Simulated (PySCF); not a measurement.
Gas-phase reaction: SiCl₂ + 2 HCl → SiH₂Cl₂ + 2 Cl

Method: PySCF energies plus ideal-gas RRHO corrections (1 bar). The comparison is the NASA 1993 polynomial table, which mixes measured and estimated data. † marks an energy on the PBE0/def2-TZVP geometry and frequencies. Open shells (unrestricted): Cl (multiplicity 2); the rest are closed-shell singlets. Spin-orbit splitting is ignored; it lowers the true energy and changes the entropy of Cl. The table's entry may be an old estimate for SiCl₂, SiH₂Cl₂ (not checked at source).

PBE0/def2-QZVP† gives ΔH°(298 K) = 281.3 kJ.

### Question
What does r2SCAN/def2-TZVP† give, and where does the table lie?

### Answer
r2SCAN/def2-TZVP†: 269.3 kJ. Table: 275.3 kJ.
